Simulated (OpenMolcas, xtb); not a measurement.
CH5NSi (SMILES C[Si]N): methods side by side

CH5NSi: 8 atoms, total charge 0, spin state singlet. SMILES: `C[Si]N`. The coordinates come from a PBE0-D4/def2-TZVP relaxation. This is one conformer, not always the lowest.

```csv
atom,x (Å),y (Å),z (Å)
C,-0.6600,0.8247,-0.5521
Si,0.9638,0.6538,0.4277
N,0.9322,-1.0344,0.6907
H,-1.0264,-0.1018,-1.0043
H,-0.5625,1.5834,-1.3341
H,-1.4314,1.1950,0.1359
H,1.6512,-1.5019,1.2201
H,0.2252,-1.6757,0.3603
```

Each level gives the vertical ionisation energy (to the doublet cation) (eV). The values are calculated.

| level | kind | program | value (eV) | CPU time (all runs) |
| --- | --- | --- | --- | --- |
| GFN2-xTB | semi-empirical | xtb | 12.00 | under 2 s |
| GFN1-xTB | semi-empirical | xtb | 12.75 | under 2 s |
| HF/def2-SVPD | Hartree–Fock | OpenMolcas | 7.33 | 47 s |
| SVWN5/def2-SVPD | LDA | OpenMolcas | 8.31 | 1.9 min |
| revPBE/def2-SVPD | GGA | OpenMolcas | 8.08 | 2.7 min |
| M06-L/def2-SVPD | meta-GGA | OpenMolcas | 8.17 | 4.1 min |
| r2SCAN/def2-SVPD | meta-GGA | OpenMolcas | 8.09 | 4.2 min |
| PBE0/def2-SVPD | global hybrid | OpenMolcas | 8.20 | 2.6 min |

The values span 7.33 to 12.75 eV. The xTB values lack the empirical shift that such differences need. Times are those of the runs behind each value, whatever else they computed, on shared processors of several kinds: orders of magnitude only.
